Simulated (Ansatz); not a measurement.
# Si2H4 (SMILES [SiH][SiH3]) at UBCCD(T)/STO-3G

Aim: the vertical ionisation energy of Si2H4 at UBCCD(T)/STO-3G, from 2 runs. 

The calculation is run with Ansatz 0.2.0.

29 further runs of the same task are left out: 29 set aside as unsound or not needed.

### Step 1. Starting point

The species is Si2H4 (6 atoms), meant as a triplet with charge 0. SMILES: `[SiH][SiH3]`. The shape is that of a GFN2-xTB optimisation.

Bond lengths: Si1–Si2 2.254 Å, Si1–H3 1.473 Å, Si2–H4 1.467 Å, Si2–H5 1.474 Å, Si2–H6 1.474 Å. Angles: Si1–Si2–H4 105.5°, Si1–Si2–H5 115.5°, Si1–Si2–H6 115.4°, Si2–Si1–H3 128.8°, H4–Si2–H5 107.9°, H4–Si2–H6 107.9°, H5–Si2–H6 104.3°.

### Step 2. A single-point energy at UBCCD(T)/STO-3G

input.yaml

```yaml
basis:
  gaussian: {orbitals: STO-3G}
crystal:
  periodic: [false, false, false]
  atoms:
    - {symbol: Si, position_ang: [0.322720, -1.575880, 0.287350]}
    - {symbol: Si, position_ang: [-0.300130, 0.523270, -0.245660]}
    - {symbol: H, position_ang: [1.427930, -2.017820, 1.155760]}
    - {symbol: H, position_ang: [-1.456530, 0.376070, -1.136010]}
    - {symbol: H, position_ang: [0.714920, 1.325330, -0.951090]}
    - {symbol: H, position_ang: [-0.708920, 1.369020, 0.889660]}
magnetization: {spin_polarized: true, initial_magnetization: 2}
correlation: {method: bccd_t, frozen_orbitals: {H: 0, Si: 5}}
accuracy: high
scf: {omitted_lower_state_checks: [cluster_reference, increment]}
```

The run is started by

```bash
ansatz run input.yaml --threads 1 --pin off --max-ram 2610MiB --events-out events.jsonl --progress --plain --runs-dir runs
```

The program printed:

```text
Warning: RAYON_NUM_THREADS=1 ignored (pool sized by the plan → 1); use --threads N
Functional definition: HF
  name "HF"
  exchange = exact_x
  correlation = 0
these checks for a lower state are left out or cut short: cluster_reference, increment
388 factors; integrals over basis functions are off by at most 6.1e-9 eV
mean field evaluation 1: about -15603.0648 eV, gradient 7.2e0 eV
mean field evaluation 2: about -15603.0747 eV, gradient 7.2e0 eV
mean field evaluation 4: about -15603.9410 eV, gradient 1.1e0 eV
mean field evaluation 8: about -15603.9815 eV, gradient 8.6e-3 eV
mean field -15603.98153381 eV, -573.4357446089 hartree, gradient 8.2e-8 eV, S^2 2.005594; 0 other end points of the search recorded, 0 dependent functions left out
10 core orbitals not correlated: weight in the atoms' cores, before any rotation towards them, 0.999 or more for the frozen orbitals, at most 0.000 for the correlated occupied ones
reference -15603.98153381 eV, -573.4357446089 hartree; 7, 5 occupied and 5, 7 virtual orbitals, 388 factors
second order -1.58651586 eV of doubles, -0.00000000 eV of singles
cycle   1  -2.09527323 eV  change   -5.1e-1 eV  update   6.1e-2
cycle   2  -2.38149945 eV  change   -2.9e-1 eV  update   2.5e-2
cycle   3  -2.38855047 eV  change   -7.1e-3 eV  update   4.8e-3
cycle   4  -2.39128067 eV  change   -2.7e-3 eV  update   1.6e-3
cycle   5  -2.39117706 eV  change    1.0e-4 eV  update   5.0e-4
cycle   6  -2.39100777 eV  change    1.7e-4 eV  update   2.1e-4
cycle   7  -2.39113914 eV  change   -1.3e-4 eV  update   6.7e-5
cycle   8  -2.39115424 eV  change   -1.5e-5 eV  update   2.7e-5
cycle   9  -2.39113573 eV  change    1.9e-5 eV  update   9.6e-6
cycle  10  -2.39114010 eV  change   -4.4e-6 eV  update   2.9e-6
cycle  11  -2.39114102 eV  change   -9.2e-7 eV  update   1.0e-6
cycle  12  -2.39114123 eV  change   -2.1e-7 eV  update   3.0e-7
cycle  13  -2.39114095 eV  change    2.8e-7 eV  update   1.2e-7
cycle  14  -2.39114090 eV  change    4.5e-8 eV  update   4.6e-8
cycle  15  -2.39114090 eV  change    7.3e-9 eV  update   2.4e-8
cycle  16  -2.39114089 eV  change    6.3e-9 eV  update   1.4e-8
cycle  17  -2.39114042 eV  change    4.7e-7 eV  update   7.7e-8
cycle  18  -2.39114021 eV  change    2.1e-7 eV  update   2.7e-8
cycle  19  -2.39114019 eV  change    1.5e-8 eV  update   5.5e-9
cycle  20  -2.39114020 eV  change   -2.1e-9 eV  update   2.1e-9
cycle  21  -2.39114020 eV  change   -1.6e-9 eV  update  8.1e-10
cycle  22  -2.39114020 eV  change  -3.1e-10 eV  update  3.2e-10
perturbative correction -0.01918045 eV, -0.0007048684 hartree
Total energy: -15606.39185445 eV, -573.5243222589 hartree
Checks for a lower state left out: cluster_reference, increment
```

Wall time 0.3 s (1 thread of AMD EPYC 9R14 (Zen 4), shared host).

### Step 3. The doublet cation

job.yaml

```yaml
crystal:
  periodic: [false, false, false]
  atoms:
    - symbol: Si
      position_ang: [0.322720, -1.575880, 0.287350]
    - symbol: Si
      position_ang: [-0.300130, 0.523270, -0.245660]
    - symbol: H
      position_ang: [1.427930, -2.017820, 1.155760]
    - symbol: H
      position_ang: [-1.456530, 0.376070, -1.136010]
    - symbol: H
      position_ang: [0.714920, 1.325330, -0.951090]
    - symbol: H
      position_ang: [-0.708920, 1.369020, 0.889660]
basis:
  gaussian: {orbitals: STO-3G}
total_charge: 1
magnetization: {spin_polarized: true, initial_magnetization: 1}
correlation: {method: bccd_t, frozen_orbitals: {H: 0, Si: 5}}
accuracy: high
scf: {omitted_lower_state_checks: [cluster_reference, increment]}
```

The run is started by

```bash
ansatz run job.yaml --threads 1 --pin off --max-ram 2610MiB --events-out events.jsonl --progress --plain --runs-dir runs
```

The program printed:

```text
Warning: RAYON_NUM_THREADS=1 ignored (pool sized by the plan → 1); use --threads N
[... 4 set-up lines as earlier in the session ...]
these checks for a lower state are left out or cut short: cluster_reference, increment
387 factors; integrals over basis functions are off by at most 6.1e-9 eV
mean field evaluation 1: about -15598.7033 eV, gradient 8.6e0 eV
mean field evaluation 2: about -15598.7043 eV, gradient 8.5e0 eV
mean field evaluation 4: about -15599.7067 eV, gradient 8.4e-1 eV
mean field evaluation 8: about -15599.7258 eV, gradient 8.8e-3 eV
mean field evaluation 16: about -15598.8493 eV, gradient 2.6e0 eV
mean field -15599.72581298 eV, -573.2793497530 hartree, gradient 5.3e-8 eV, S^2 0.750841; 2 other end points of the search recorded, 0 dependent functions left out
10 core orbitals not correlated: weight in the atoms' cores, before any rotation towards them, 0.999 or more for the frozen orbitals, at most 0.000 for the correlated occupied ones
reference -15599.72581298 eV, -573.2793497530 hartree; 6, 5 occupied and 6, 7 virtual orbitals, 387 factors
second order -1.70907592 eV of doubles, -0.00000000 eV of singles
cycle   1  -2.25696112 eV  change   -5.5e-1 eV  update   6.5e-2
cycle   2  -2.56722973 eV  change   -3.1e-1 eV  update   2.7e-2
cycle   3  -2.57620380 eV  change   -9.0e-3 eV  update   6.3e-3
cycle   4  -2.57657421 eV  change   -3.7e-4 eV  update   2.8e-3
cycle   5  -2.57685944 eV  change   -2.9e-4 eV  update   9.7e-4
cycle   6  -2.57626428 eV  change    6.0e-4 eV  update   2.6e-4
cycle   7  -2.57632585 eV  change   -6.2e-5 eV  update   9.2e-5
cycle   8  -2.57638897 eV  change   -6.3e-5 eV  update   3.4e-5
cycle   9  -2.57636341 eV  change    2.6e-5 eV  update   1.5e-5
cycle  10  -2.57636660 eV  change   -3.2e-6 eV  update   6.1e-6
cycle  11  -2.57636654 eV  change    6.3e-8 eV  update   2.3e-6
cycle  12  -2.57636818 eV  change   -1.6e-6 eV  update   8.4e-7
cycle  13  -2.57636761 eV  change    5.7e-7 eV  update   3.4e-7
cycle  14  -2.57636757 eV  change    3.6e-8 eV  update   1.7e-7
cycle  15  -2.57636765 eV  change   -8.2e-8 eV  update   1.3e-7
cycle  16  -2.57636769 eV  change   -3.2e-8 eV  update   9.3e-8
cycle  17  -2.57636763 eV  change    5.2e-8 eV  update   6.2e-8
cycle  18  -2.57636762 eV  change    1.3e-8 eV  update   3.6e-8
cycle  19  -2.57636763 eV  change   -1.0e-8 eV  update   2.1e-8
cycle  20  -2.57636689 eV  change    7.4e-7 eV  update   1.2e-7
cycle  21  -2.57636657 eV  change    3.2e-7 eV  update   4.1e-8
cycle  22  -2.57636652 eV  change    4.6e-8 eV  update   8.8e-9
cycle  23  -2.57636652 eV  change    1.8e-9 eV  update   3.3e-9
cycle  24  -2.57636652 eV  change   -1.2e-9 eV  update   1.3e-9
perturbative correction -0.02656293 eV, -0.0009761695 hartree
Total energy: -15602.32874242 eV, -573.3750056457 hartree
Checks for a lower state left out: cluster_reference, increment
```

Run time: 0.3 s. Hardware: 1 thread of AMD EPYC 9R14 (Zen 4), shared host.

### Step 4. Summary of results

Level: UBCCD(T)/STO-3G, 10 core orbitals frozen.

```
                                                    quantity          value
                                 triplet Si2H4: total energy  -573.52432 Eh
 triplet Si2H4: correlation energy (10 core orbitals frozen)      -88.6 mEh
                               triplet Si2H4: (T) correction      -0.70 mEh
            triplet Si2H4: ⟨S²⟩ of the reference determinant          2.006
                                doublet cation: total energy  -573.37501 Eh
doublet cation: correlation energy (10 core orbitals frozen)      -95.7 mEh
                              doublet cation: (T) correction      -0.98 mEh
           doublet cation: ⟨S²⟩ of the reference determinant          0.751
          vertical ionisation energy (to the doublet cation)       4.063 eV
```

The vertical ionisation energy comes to 4.06 eV (392 kJ/mol). In a minimal basis such a difference can be off by several eV, whatever the method. The triples (triplet Si2H4) make up 0.8 % of the correlation energy. The triples (doublet cation) make up 1.0 % of the correlation energy.
